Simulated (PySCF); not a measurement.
# PS⁺: energy against distance

Set-up: PySCF, no relativity, basis sets P def2-SVP, S def2-SVP. Energies in eV from P + S⁺ in their ground configurations at the same level. State: ¹Σ⁺ (singlet), closed shell.

All columns are r²SCAN. A positive dipole points towards S; it is taken about the centre of mass and depends on that origin.

| R (Å) | E (eV) | μ (D) | Mulliken charge on P (basis-dependent) | HOMO (eV) | LUMO (eV) | Mayer bond order | ⟨S²⟩ |
| --- | --- | --- | --- | --- | --- | --- | --- |
| 1.580 | -4.171 | -0.74 | 0.60 | -16.23 | -10.67 | 2.79 | 0.00 |
| 1.653 | -5.448 | -0.92 | 0.62 | -16.30 | -10.93 | 2.78 | 0.00 |
| 1.727 | -6.162 | -1.10 | 0.65 | -16.34 | -11.17 | 2.77 | 0.00 |
| 1.782 | -6.424 | -1.23 | 0.66 | -16.35 | -11.35 | 2.77 | 0.00 |
| 1.837 | -6.509 | -1.35 | 0.68 | -16.23 | -11.51 | 2.77 | 0.00 |
| 1.892 | -6.460 | -1.47 | 0.69 | -16.00 | -11.66 | 2.77 | 0.00 |
| 1.966 | -6.240 | -1.63 | 0.70 | -15.72 | -11.84 | 2.78 | 0.00 |
| 2.057 | -5.798 | -1.80 | 0.71 | -15.39 | -12.04 | 2.78 | 0.00 |
| 2.168 | -5.131 | -1.99 | 0.72 | -15.05 | -12.24 | 2.79 | 0.00 |
| 2.315 | -4.160 | -2.20 | 0.72 | -14.65 | -12.44 | 2.80 | 0.00 |

A fit through these points gives, at Re = 1.842 Å, μ = -1.36 D and dμ/dR = -2.23 D/Å; the reduced mass is 15.73 u.

Question: How strong is the fundamental in the double-harmonic approximation, I = 42.26·(dμ/dR)²/μred km/mol?

Answer: I = 42.26·(-2.23)²/15.73 = 13.4 km/mol at r²SCAN.

For an ion De counts to the pair picked by the measured ionisation energies or electron affinities, which need not be the lowest pair at this level.
